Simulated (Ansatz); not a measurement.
Mulliken charges of `Cl[Si]Cl` from B3LYP/def2-TZVPP in Ansatz (PBE0-D4/def2-TZVP geometry).

```
atom   x (Å)   y (Å)   z (Å)  charge (e)
 Cl1   0.294   1.604   0.338      -0.213
 Si2  -0.770  -0.010  -0.422       0.426
 Cl3   0.476  -1.593   0.084      -0.213
```

By hand: the dipole of these point charges (1 e Å = 4.8032 D).

Σ q r = (-0.492, -0.007, -0.270) e Å, of length 0.561 e Å = 2.69 D.

How does the dipole of the full density compare? (Estimate.)

Ansatz gave: (-0.174, -0.002, -0.096) e Å, 0.95 D; the point charges give 2.83 times that, at 0° from its direction.

Point charges leave out the atoms' own dipoles, such as those of lone pairs, and Mulliken's split depends on the basis, so the two needn't agree.

B3LYP here is the variant with VWN-RPA as its local correlation; programs differ in this.
